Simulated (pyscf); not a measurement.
Thermochemistry of product channels of `[Li][O][AlH2]` + `[NH3]` on the singlet surface, in eV, from CCSD(T)/def2-TZVPP + ΔMP2(QZVPP) energies (ideal gas, 1 atm, RRHO with modes under 100 cm⁻¹ raised to 100, one conformer, R ln 2 for chiral ones without a mode under 150 cm⁻¹). Optimised with ωB97X-D3(BJ)/def2-SVP in PySCF. MP2 and CC: frozen core, UHF for open shells. ΔMP2 is the change of the MP2 total energy from the triple- to the quadruple-zeta basis.

```
products                       ΔE  ΔH(298 K)  ΔG(600 K)  ΔG(1200 K)
--------------------------  -----  ---------  ---------  ----------
`[Li][NH2]` + `[OH][AlH2]`  +1.12      +1.05      +0.99       +0.88
`[Li][OH]` + `[NH2][AlH2]`  +0.69      +0.68      +0.72       +0.73
```

These are energies of the channels, which say nothing of barriers. The CCSD(T) − MP2 part came from Ansatz, without density fitting, on the same reference. The frozen core leaves the outer d or s,p core shells of the metals and heavy elements correlated in the MP2 and CC values, and def2-TZVPP describes them poorly, which can shift differences by a few kcal/mol.
